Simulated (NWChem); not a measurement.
System: hydroxide (OH anion); SMILES [OH-]

The following NWChem deck was run.

```
start job
memory heap 200 mb stack 900 mb global 1100 mb
charge -1
geometry units angstroms noautosym nocenter noautoz
  O      0.000000     0.000000     0.103125
  H      0.000000     0.000000    -0.864404
end
basis spherical
  * library def2-svpd
end
dft
  xc xpbe96 cpbe96
  iterations 150
end
cosmo
  do_cosmo_smd true
  solvent toluene
end
task dft energy
```

All runs use the structure optimised with B3LYP/def2-SVPD. The gas-phase anion has a positive highest level at the geometry level, so the gas reference is doubtful. Solvent: toluene.

Level: PBE/def2-SVPD with SMD (1 M gas to 1 M solution), gas-phase geometry. Reactions with the solvent are ignored.

### Question
Give the results of this calculation. (PBE/def2-SVPD, SMD on the gas-phase geometry.) Quantities: solvation free energy (kcal/mol); cavity-dispersion-structure term (kcal/mol).

### Answer
| Property | Value |
|---|---|
| solvation free energy (kcal/mol) | -42.6 |
| cavity-dispersion-structure term (kcal/mol) | -0.9 |
